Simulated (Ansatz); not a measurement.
A made-up structure of CH$_{6}$BS (charge +1), closed shell:

```json
{"atom": "C1", "x (Å)": "-0.6176", "y (Å)": "0.9223", "z (Å)": "-0.5835"}
{"atom": "B2", "x (Å)": "0.1411", "y (Å)": "-0.3894", "z (Å)": "-0.4939"}
{"atom": "S3", "x (Å)": "0.2173", "y (Å)": "-1.3276", "z (Å)": "1.1816"}
{"atom": "H4", "x (Å)": "-1.2744", "y (Å)": "0.9058", "z (Å)": "-1.4622"}
{"atom": "H5", "x (Å)": "0.1336", "y (Å)": "1.6910", "z (Å)": "-0.8344"}
{"atom": "H6", "x (Å)": "-1.1746", "y (Å)": "1.2576", "z (Å)": "0.2906"}
{"atom": "H7", "x (Å)": "0.6959", "y (Å)": "-1.0098", "z (Å)": "-1.3391"}
{"atom": "H8", "x (Å)": "-0.3252", "y (Å)": "-0.3400", "z (Å)": "0.5561"}
{"atom": "H9", "x (Å)": "0.3755", "y (Å)": "-0.3097", "z (Å)": "2.0550"}
```

It is relaxed with PBE-D4/def2-SVP and then PBE0-D4/def2-TZVP (Ansatz 0.2.0). Atoms count as bonded within 1.22 times the sum of their covalent radii (H–H: 0.88 Å). The end point is not checked to be a true minimum.

**Question.** Does its bonding change? (Judge from chemistry; the calculation decides.)

**Answer.** Computed: Yes. Formed: none; broken: B2–H8.

Where it ends: The first stage lowers the energy by 2.68 eV in 23 steps. It ends as CH₆BS ([CH3][BH][SH2]), total charge +1:
C1  (-0.362, 1.233, -0.692)
B2  (0.091, -0.205, -0.515)
S3  (0.390, -0.894, 1.254)
H4  (-1.360, 1.182, -1.162)
H5  (0.259, 1.720, -1.455)
H6  (-0.429, 1.866, 0.192)
H7  (0.360, -1.026, -1.328)
H8  (-0.139, -2.131, 1.140)
H9  (-0.638, -0.344, 1.936)
(Å)

Labels in which every atom is bracketed show which atoms are joined, not bond orders.

For scale, one of the runs: PBE0-D4/def2-TZVP relaxation, 135 basis functions, launched by `ansatz run in.yaml --threads 2 --pin off --events-out ev --progress --plain --max-ram 4352MiB`. Hardware: 2 CPU threads of an Arm Neoverse V2, shared host. Wall time about 35 s.
